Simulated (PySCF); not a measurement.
# Bond curve of HF

Set-up: PySCF, no relativity, basis sets H 3-21G, F 3-21G. Energies in eV from H + F in their ground configurations at the same level. State: ¹Σ⁺ (singlet), closed shell.

All columns are PBEsol. A positive dipole means H(−)F(+).

```
R (Å)  E (eV)  μ (D)  Mulliken charge on H (basis-dependent)  HOMO (eV)  LUMO (eV)  Mayer bond order  ⟨S²⟩
0.827  -4.729  -1.93                                    0.41      -7.08       3.33              0.80  0.00
0.866  -5.086  -1.95                                    0.41      -6.99       2.91              0.80  0.00
0.904  -5.304  -1.97                                    0.41      -6.92       2.47              0.81  0.00
0.933  -5.396  -1.98                                    0.40      -6.87       2.13              0.82  0.00
0.962  -5.437  -1.98                                    0.40      -6.82       1.78              0.82  0.00
0.991  -5.438  -1.98                                    0.39      -6.78       1.43              0.83  0.00
1.029  -5.388  -1.99                                    0.38      -6.73       0.96              0.84  0.00
1.077  -5.262  -1.98                                    0.36      -6.68       0.39              0.86  0.00
1.135  -5.042  -1.98                                    0.34      -6.63      -0.29              0.87  0.00
1.212  -4.676  -1.97                                    0.31      -6.58      -1.13              0.89  0.00
```

A fit through these points gives, at Re = 0.977 Å, μ = -1.98 D and dμ/dR = -0.115 D/Å; the reduced mass is 0.9571 u.

How strong is the fundamental in the double-harmonic approximation, I = 42.26·(dμ/dR)²/μred km/mol?

I = 42.26·(-0.115)²/0.9571 = 0.584 km/mol at PBEsol.

3-21G is very small, so such numbers show the basis as much as the molecule.
